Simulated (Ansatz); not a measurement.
One elementary step

Start structure (Si2H6F, doublet), relaxed at PBE0-D4/def2-TZVP:

F1  (1.139, -1.059, 0.529)
Si2  (-0.288, -1.327, 1.211)
Si3  (0.120, 1.461, -1.302)
H4  (-0.712, -0.097, 1.920)
H5  (-1.258, -1.687, 0.151)
H6  (-0.121, -2.447, 2.167)
H7  (-0.759, 2.484, -1.927)
H8  (1.140, 2.090, -0.425)
H9  (0.739, 0.581, -2.325)
(Å)

The step: SiH₃F ([F][SiH3]) + SiH₃ → SiH₃F ([F][SiH3]) + SiH₃; bonds formed: F1–Si3; bonds broken: F1–Si2. Computed with Ansatz 0.2.0 (basis: def2-TZVPP and def2-QZVPP); correlated methods freeze the cores; orbitals are unrestricted. Extrapolation: Hartree–Fock as exp(−7.88 √X), correlation as X^−2.97. Energies below are by CCSD(T) at an estimated basis limit (MP2 extrapolated from triple and quadruple zeta, plus CCSD(T) − MP2 in triple zeta).

(1) What are the electronic barrier and the energy of the step, from the start structure to the end structure? (An estimate is asked for; the value comes from the calculation.)

T1 diagnostic: at most 0.014. ⟨S²⟩ of the unrestricted Hartree–Fock references: 0.76 (a pure state has 0.75).

## Answers

(1) By the calculation: Barrier 1.500 eV; step energy 0.000 eV (both ends alike: a degenerate step); reverse barrier, their difference, 1.500 eV. Barrier and step energy count from the start structure, the reverse barrier from the end structure.

The saddle point: One imaginary mode of 594i cm⁻¹.
| pair | start (Å) | saddle (Å) | end (Å) |
| --- | --- | --- | --- |
| F1–Si3 | 3.28 | 1.89 | 1.60 |
| F1–Si2 | 1.60 | 1.88 | 3.28 |

Zero-point energy (harmonic, PBE0-D4): ZPE is 1.347 eV at the start and 1.257 eV at the saddle, so the barrier goes from 1.500 to 1.410 eV.

Radical steps of this kind take place in plasma deposition and etching.

Labels in which every atom is bracketed show which atoms are joined, not bond orders.

For scale, one of the runs: CCSD(T)/def2-TZVPP, 199 basis functions (an equivalent command: `ansatz run in.yaml --threads 4`). The run took 60 s on 4 CPU threads (shared host), with 5.8 GiB of host memory at its peak.
